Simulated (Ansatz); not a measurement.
Basis-set extrapolation for C2H3NS (`SC1=NC1`) (PBE0-D4/def2-TZVP geometry, frozen core, the Gaussian-basis code of Ansatz). Multiplicity 1, RHF reference.

|  | def2-TZVPP | def2-QZVPP |
| --- | --- | --- |
| HF | -529.441775 | -529.458873 |
| MP2 correlation | -0.693214 | -0.742153 |
| CCSD(T) correlation | -0.754563 | not run |

Energies in hartree. Use E(X) = E(∞) + A·exp(−7.88·√X) for Hartree–Fock and E(X) = E(∞) + B·X^(−2.97) for correlation, with X = 3 and 4, and add CCSD(T) minus MP2 of the smaller set to the MP2 limit.

**Question.** What is the CCSD(T) energy at the basis-set limit?

**Answer.** HF limit: -529.458873 + (-0.017098) × 0.13774 = -529.46123. MP2 limit: -0.742153 + (-0.048939) × 0.74074 = -0.77840. Higher-order term: -0.754563 − (-0.693214) = -0.06135. Total: -530.30098 hartree, 2.85 eV below CCSD(T)/def2-TZVPP.
